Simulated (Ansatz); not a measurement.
C₄H₅NS (`Cc1nccs1`): the same geometry under several functionals.

```yaml
crystal:
  periodic: [false, false, false]
  atoms:
    - {symbol: C, position_ang: [-0.613622, -0.794757, 1.672829]}
    - {symbol: C, position_ang: [-0.172518, -0.188739, 0.388508]}
    - {symbol: N, position_ang: [1.042774, -0.239164, -0.063708]}
    - {symbol: C, position_ang: [1.156691, 0.417689, -1.253778]}
    - {symbol: C, position_ang: [0.016897, 0.982391, -1.730124]}
    - {symbol: S, position_ang: [-1.260889, 0.678150, -0.639409]}
    - {symbol: H, position_ang: [0.186578, -1.431052, 2.048879]}
    - {symbol: H, position_ang: [-1.517003, -1.394633, 1.546705]}
    - {symbol: H, position_ang: [-0.825859, -0.025710, 2.420087]}
    - {symbol: H, position_ang: [2.117966, 0.455214, -1.748938]}
    - {symbol: H, position_ang: [-0.131016, 1.540610, -2.641061]}
basis:
  gaussian: {orbitals: def2-TZVPP}
hamiltonian: {xc: {name: BLYP}, dispersion: d4}
output: {orbitals: {seedname: orbitals}}
```

```sh
$ ansatz run in.yaml --threads 2 --pin off --events-out ev --progress --plain --max-ram 20480MiB --backend cpu
```

It prints (some lines left out):

```
Functional definition: BLYP
1454 factors; their error is unknown
mean field evaluation 1: about -16530.6347 eV, gradient 1.0e2 eV
mean field evaluation 2: about -16365.1738 eV, gradient 2.6e2 eV
mean field evaluation 4: about -16548.4243 eV, gradient 5.4e1 eV
mean field evaluation 8: about -16554.9481 eV, gradient 8.2e-1 eV
mean field evaluation 16: about -16554.9188 eV, gradient 5.6e-3 eV
mean field -16554.91878700 eV, -608.3820440951 hartree, gradient 4.6e-5 eV, S^2 0.000000; 0 other end points of the search recorded, 0 dependent functions left out
reference -16554.91915581 eV, -608.3820576489 hartree; 26, 26 occupied and 241, 241 virtual orbitals, 1454 factors
Total energy: -16555.58181381 eV, -608.4064098811 hartree
```

Run time 3.5 s (2 threads of an AMD EPYC 7R13 on a shared host); peak host memory 0.39 GiB.

With the line `hamiltonian: {xc: {name: PBE-QIDH}}` (abridged; 12 s):

```
Functional definition: PBE-QIDH
mean field evaluation 16: about -16532.9181 eV, gradient 1.4e-3 eV
mean field -16532.91814428 eV, -607.5735353878 hartree, gradient 4.2e-6 eV, S^2 0.000000
10 core orbitals not correlated: weight in the atoms' cores, before any rotation towards them, 1.000 or more for the frozen orbitals, at most 0.000 for the correlated occupied ones
second order -31.52358896 eV of doubles, -0.00000000 eV of singles
Total energy: -16543.42601896 eV, -607.9596926598 hartree
```

The same input with `hamiltonian: {xc: {name: r2SCAN0}, dispersion: d4}` (abridged; 7.5 s):

```
Functional definition: r2SCAN0
mean field evaluation 16: about -16552.3822 eV, gradient 1.3e-3 eV
mean field -16552.38217398 eV, -608.2888252860 hartree, gradient 2.3e-5 eV, S^2 0.000000
Total energy: -16552.46560120 eV, -608.2918911800 hartree
```

With the line `hamiltonian: {xc: r2scan, dispersion: d4}` and forces (abridged; 7 s):

```
Functional definition: r2SCAN
mean field evaluation 16: about -16553.2682 eV, gradient 1.3e-2 eV
mean field -16553.26822029 eV, -608.3213868875 hartree, gradient 7.7e-5 eV, S^2 0.000000
Total energy: -16553.33965581 eV, -608.3240120942 hartree
Atom 0 force    -0.025453    -0.043680     0.070885 eV/Å
Atom 1 force    -0.141788    -0.112867     0.242906 eV/Å
Atom 2 force     0.355447    -0.087074    -0.003748 eV/Å
Atom 3 force     0.269400    -0.039763    -0.046149 eV/Å
Atom 4 force    -0.104963     0.153184    -0.217419 eV/Å
Atom 5 force    -0.323898     0.119486    -0.064414 eV/Å
Atom 6 force    -0.016961     0.015201    -0.004432 eV/Å
Atom 7 force     0.006187     0.014489     0.012578 eV/Å
Atom 8 force    -0.006653    -0.015079     0.000520 eV/Å
Atom 9 force    -0.003758    -0.000460     0.001145 eV/Å
Atom 10 force    -0.007559    -0.003436     0.008128 eV/Å
Dipole moment:    -0.224713     0.081655    -0.033176 e Å
```

Changing it to `hamiltonian: {xc: {name: CAM-B3LYP}, dispersion: d4}` (abridged; 6 s):

```
Functional definition: CAM-B3LYP
mean field evaluation 16: about -16554.3631 eV, gradient 7.5e-4 eV
mean field -16554.36312983 eV, -608.3616240709 hartree, gradient 6.0e-5 eV, S^2 0.000000
Total energy: -16554.61144164 eV, -608.3707493616 hartree
```

The same input with `hamiltonian: {xc: {name: wB97M-V}}` and forces (abridged; 18 s):

```
Functional definition: wB97M-V
mean field evaluation 16: about -16554.3879 eV, gradient 1.1e-3 eV
mean field -16554.38788634 eV, -608.3625338557 hartree, gradient 4.4e-5 eV, S^2 0.000000
Total energy: -16554.38793339 eV, -608.3625355849 hartree
Atom 0 force    -0.073471    -0.113278     0.261402 eV/Å
Atom 1 force     0.044323     0.119461    -0.227976 eV/Å
Atom 2 force    -0.008545    -0.170129     0.299056 eV/Å
Atom 3 force     0.000617     0.202847    -0.354530 eV/Å
Atom 4 force     0.144897     0.014505    -0.090163 eV/Å
Atom 5 force    -0.094022    -0.027891     0.090146 eV/Å
Atom 6 force    -0.063761     0.045967    -0.027035 eV/Å
Atom 7 force     0.075103     0.043366     0.000271 eV/Å
Atom 8 force     0.024808    -0.060190    -0.070387 eV/Å
Atom 9 force    -0.083878    -0.004593     0.046066 eV/Å
Atom 10 force     0.033930    -0.050064     0.073151 eV/Å
Dipole moment:    -0.255386     0.094756    -0.042763 e Å
```
